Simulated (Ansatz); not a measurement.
Barrier from HO (SMILES [OH], doublet) + Cl (doublet) to the saddle point below; all geometries are those of the HTBH38 set.
```
O
H 1 1.2004
Cl 2 1.4706 1 136.51
```
Charge 0, spin multiplicity 3.

Total energies in hartree (Ansatz, a first-principles code). UHF or UKS for unpaired electrons; spin-orbit terms are left out. Correlated methods leave the cores frozen. No relativity. The UHF reference of ClHO (saddle point or complex, triplet) is spin-contaminated (<S^2> up to 0.03 over the pure value in the sets run).

```csv
species,HF/aug-cc-pV(T+d)Z,CCSD(T)/aug-cc-pV(T+d)Z,HF/aug-cc-pV(Q+d)Z,CCSD(T)/aug-cc-pV(Q+d)Z,CCSD(T)/aug-cc-pV(D+d)Z,CCSDT(Q)/aug-cc-pV(D+d)Z
"1: HO (SMILES [OH], doublet)",-75.42167,-75.64557,-75.42667,-75.66449,-75.58398,-75.58459
2: Cl (doublet),-459.48609,-459.67786,-459.48924,-459.69589,-459.61807,-459.61872
"3: ClHO (complex or saddle point, triplet)",-534.86941,-535.30710,-534.87727,-535.34400,-535.18614,-535.18929
```

Question: Work out the barrier height (electronic, no zero-point energy) in kJ/mol: take Hartree-Fock from aug-cc-pV(Q+d)Z, extrapolate the CCSD(T) correlation energy as X^-3 (X = 3, 4), and add CCSDT(Q) - CCSD(T) in aug-cc-pV(D+d)Z. 1 hartree = 2625.5 kJ/mol.

Answer: 
Species 1: correlation (64·(-0.23782) - 27·(-0.22390))/37 = -0.24798; step -0.00061; E1 = -75.42667 + (-0.24798) + (-0.00061) = -75.67526
Species 2: correlation (64·(-0.20665) - 27·(-0.19177))/37 = -0.21751; step -0.00065; E2 = -459.48924 + (-0.21751) + (-0.00065) = -459.70740
Species 3: correlation (64·(-0.46673) - 27·(-0.43769))/37 = -0.48792; step -0.00315; E3 = -534.87727 + (-0.48792) + (-0.00315) = -535.36834
-1·E1 -1·E2 +1·E3 = 0.01432 hartree = 37.6 kJ/mol. Published benchmark value: 10.4 kcal/mol (Zhao et al., J. Phys. Chem. A 109, 2012 (2005), HTBH38), a best estimate, not a measurement. The composite differs from it by -5.9 kJ/mol; core, relativistic and spin-orbit terms are not in it.
